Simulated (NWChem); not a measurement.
System: C$_{2}$H$_{3}$F; SMILES C=CF

```xyz
6

C     -0.2367     1.1688     0.0000
C      0.4249     0.0197     0.0000
F     -0.1840    -1.1614     0.0000
H     -1.3284     1.1910     0.0000
H      0.3163     2.1084     0.0000
H      1.5158    -0.0751     0.0000
```
Atoms are numbered in this order, from 1.

Computed with NWChem. Structure relaxed at the PBE0/def2-SVP level. Lowest singlet excitation in solution, TDDFT at CAM-B3LYP/def2-SVP with SMD, three treatments of the solvent's response.

Problem. Predict the results for solvent dimethyl sulfoxide. Quantities: ground-state reaction field (eV); corrected reaction field (eV); vertical excitation model (eV).

Solution. 
```
Item                              Value
--------------------------------  -----
ground-state reaction field (eV)   8.10
corrected reaction field (eV)      8.09
vertical excitation model (eV)     8.08
```
